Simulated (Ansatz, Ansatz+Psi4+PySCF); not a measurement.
```yaml
atoms:
  - { symbol: O, position_ang: [0.0000, 0.0000, 1.3307] }
  - { symbol: C, position_ang: [0.0000, 0.0000, 0.1444] }
  - { symbol: F, position_ang: [0.0000, 1.0695, -0.6395] }
  - { symbol: F, position_ang: [0.0000, -1.0695, -0.6395] }
```

Basis set: cc-pVTZ (spherical functions). Frozen core: 4 orbitals. Charge 0, multiplicity 1.

Computed with Ansatz (development build ahead of 0.2.0); each method stands on the lowest determinant of its kind that the runs found. Restricted open shells among the atoms or ions are ROHF, correlated in semicanonical orbitals with singles.

The atomization energy at this shape (free ground-state atoms in the same class of orbitals less the molecule, no zero-point energy) of singlet CF2O:

| method | atomization energy |
| --- | --- |
| RHF-CCSD | 392.98 kcal/mol |
| RHF-MP2 | 432.36 kcal/mol |

Problem. What does RHF-CCSD(T) give?

Solution. 405.79 kcal/mol.
